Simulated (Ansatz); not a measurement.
AlN2, relaxed as a doublet with UKS r2SCAN-D4/def2-TZVP in Ansatz, starting from the GFN2-xTB geometry. Force threshold 0.02 eV/Å.

The structure comes from a short search, and lower isomers may exist.

Start:

```tsv
atom	x (Å)	y (Å)	z (Å)
Al1	-1.513	-0.456	-0.175
N2	0.215	0.100	-0.083
N3	1.298	0.356	0.258
```

```csv
step,energy (eV),largest force component (eV/Å),SCF passes
1,-9574.3702,3.528,62
2,-9574.4446,1.684,64
3,-9574.5059,0.549,63
4,-9574.5156,0.081,292
5,-9574.5158,0.081,163
6,-9574.5162,0.006,156
```

Force components are those of the run's own axes.

End:

```xyz
3

Al   -1.612   -0.474   -0.225
N     0.268    0.081    0.030
N     1.344    0.392    0.195
```

By distances, no bond broke or formed. The bond that changes most is Al1–N2, from 1.82 to 1.98 Å (atoms count from 1).

No frequencies were taken in this run, so the end may be a saddle point.

It took 45 s on 4 threads of Arm Neoverse V2 on a shared host.
